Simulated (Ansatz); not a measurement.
# Predicting a hybrid from its neighbours: AlH3S

AlH3S has 5 atoms, charge 0, and is taken as a singlet. As SMILES, `[AlH2][SH]`. The shape is that of a PBE0-D4/def2-TZVP optimisation.

The vertical energy of the triplet above the singlet y, in eV, basis def2-TZVP; a is the functional's share of exact exchange. Programs: Ansatz 0.2.0.

```
functional  program     a  y (eV)
      BLYP   Ansatz     0    4.71
    revPBE   Ansatz     0    4.61
     B3LYP   Ansatz   0.2       ?
   r2SCAN0   Ansatz  0.25    4.87
      PBE0   Ansatz  0.25    4.92
     BHLYP   Ansatz   0.5    5.07
```

Question: Fit y = c + s·a to the known rows and predict B3LYP.

Answer: 
1. Means of the 5 rows: a = 0.2000, y = 4.836.
2. Σ(Δa)² = 0.175, Σ(Δa·Δy) = 0.1465, so the slope is 0.1465/0.175 = 0.83714.
3. Intercept: 4.836 − (0.83714) × 0.2000 = 4.669. The largest residual of the fit is 0.059.
4. B3LYP: 4.669 + (0.83714) × 0.2 = 4.84 eV.

The run gave 4.99 eV, so the prediction is off by -0.15 eV, more than the scatter of the fit. The rows mix families of semi-local functionals, which the line can't see.
